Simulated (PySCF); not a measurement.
Species: P4.
Atom-mapped SMILES: `[p:1]12[p:2]3[p:3]1[p:4]23`

A GFN2-xTB structure was refined with PySCF, PBE0-D3(BJ)/def2-SVP geometry optimisation, gas phase. Its GFN2-xTB values:

| coordinate | GFN2-xTB |
| --- | --- |
| P1–P2 | 2.185 Å |
| P2–P3 | 2.185 Å |
| P2–P1–P3 | 60.0° |

Question: How do these coordinates change at the PBE0-D3(BJ)/def2-SVP level?

Answer: 
```
coordinate  PBE0-D3(BJ)/def2-SVP (Å or °)  change
     P2–P3                          2.201  +0.016
     P1–P2                          2.200  +0.015
  P2–P1–P3                           60.0     0.0
```

The energy falls by 1.1 kJ/mol over 9 energy and gradient evaluations, the largest force component goes from 0.0093 to 1.2e-04 Eh/bohr, and the atoms move by 0.010 Å rms after alignment. Among the bonds, P1–P2, P2–P3, P3–P4, P1–P3, P1–P4 and P2–P4 change most and about equally (+0.015 to +0.016 Å). Bonds longer at the end by more than 0.005 Å: 6 of 6; shorter: 0.

The run used 72 basis functions and 47 SCF cycles in all. Time: 5.6 s wall; peak memory 0.41 GiB. Hardware: AMD EPYC 9R45, one thread, shared host with 96 logical CPUs at a one-minute load of 17.

No PBE0-D3(BJ)/def2-SVP frequencies stand behind this structure, so it isn't proved a minimum.
